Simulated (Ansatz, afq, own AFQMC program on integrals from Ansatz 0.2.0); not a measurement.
# AlSiH, triplet in 6-31G along one coordinate

| atom | x (Å) | y (Å) | z (Å) |
| --- | --- | --- | --- |
| Si | 0.0000 | -0.0360 | 1.1654 |
| Al | 0.0000 | -0.0118 | -1.2249 |
| H | 0.0000 | 1.3177 | 0.3154 |

The Si1–Al2 distance is changed with both sides rigid. Energies in eV count from this geometry (2.390 Å) at the same level; the start stands on UHF, each point on the determinant named.

Basis 6-31G. Noble-gas cores (and the filled d shells of Ga–Kr and In–Xe) are frozen. Integrals, coupled cluster, full CI and functionals: Ansatz 0.2.0; the random walks run on the same integrals in our own AFQMC program. ph-AFQMC/CISD is guided by a CISD state made of CCSD amplitudes; releasing the constraint for a short imaginary time cuts its bias at the price of noise, slowly where states lie close. ± is one standard error of the sampling.

Cautions, each for one point or more: lower spins were not checked; raised T1 diagnostic; strong correlation.

```tsv
r(Si1–Al2) / Å	det.	T1	weight	⟨S²⟩	PBE	r2SCAN	CCSD(T)
2.197	UHF	0.036	0.88	2.04	0.387	0.362	0.463
2.584	UHF	0.041	0.87	2.05	-0.029	-0.005	-0.082
3.360	UHF	0.056	0.84	2.03	0.773	0.857	0.624
4.514	UHF	0.030	0.88	2.01	1.705	1.851	1.417
6.383	UHF	0.011	0.91	2.00	2.159	2.238	1.600
```

Estimate the curve of full CI, counted from the same start.


```csv
r(Si1–Al2) / Å,det.,T1,weight,⟨S²⟩,FCI,ph-AFQMC/CISD,CCSDT(Q)
2.197,UHF,0.036,0.88,2.04,0.464,0.463 ± 0.004,0.465
2.584,UHF,0.041,0.87,2.05,-0.083,-0.080 ± 0.004,-0.084
3.360,UHF,0.056,0.84,2.03,0.610,0.636 ± 0.004,0.608
4.514,UHF,0.030,0.88,2.01,1.407,1.434 ± 0.003,1.409
6.383,UHF,0.011,0.91,2.00,1.623,1.617 ± 0.003,1.624
```

Weight is that of the determinant in the CISD state; at the start T1 is 0.040 and the weight 0.87, and ⟨S²⟩ is 2.05. Largest departures from full CI: CCSD(T) -0.022 eV at 6.383 (on UHF), ph-AFQMC/CISD 0.027 eV at 4.514 (on UHF), CCSDT(Q) 0.002 eV at 4.514 (on UHF), PBE 0.536 eV at 6.383, r2SCAN 0.615 eV at 6.383. Functionals count only at points shown to share the start's state and spin. In this small basis the wave-function levels are far from their limit, so their gap to the functionals isn't the functionals' error.

CCSDT and higher add their correlation energy to the determinant of the CCSD(T) run, since their own runs factorise the integrals more tightly (a shift of under 2 meV). A walk keeps the symmetry of its determinant, which the program's search chose and which needn't be the lowest solution, so a lower state of the same spin and another symmetry isn't excluded.
